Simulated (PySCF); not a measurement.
Ligands exchanged one at a time, Al F-OH. All species are isolated molecules in the gas phase. One relaxed conformer stands for each flexible species; it need not be the lowest. Strings in code marks are SMILES.

The four lowest singlet excitations (Tamm–Dancoff). Method: PBE-D3(BJ)/def2-TZVP // PBE0-D3(BJ)/def2-TZVP (PySCF 2.14.0). Excitations are Tamm–Dancoff values on a coarser integration grid. The basis has no diffuse functions, so Rydberg states are missing or too high.

```
state  energy (eV)  wavelength (nm)  oscillator strength
-----  -----------  ---------------  -------------------
S1            6.10              203                0.000
S2            6.62              187                0.075
S3            6.79              182                0.018
S4            6.89              180                0.060
```

Q: Say which member gives these states.
A) `[OH][Al]([OH])[OH]`
B) `[OH][Al]([OH])[F]` (H–O–Al–F torsion 180°, F–Al–O–H torsion 0°)
C) `[F][Al]([F])[F]`
D) `[OH][Al]([F])[F]` (H–O–Al–F torsion 0°)

A: B, `[OH][Al]([OH])[F]` (H–O–Al–F torsion 180°, F–Al–O–H torsion 0°)
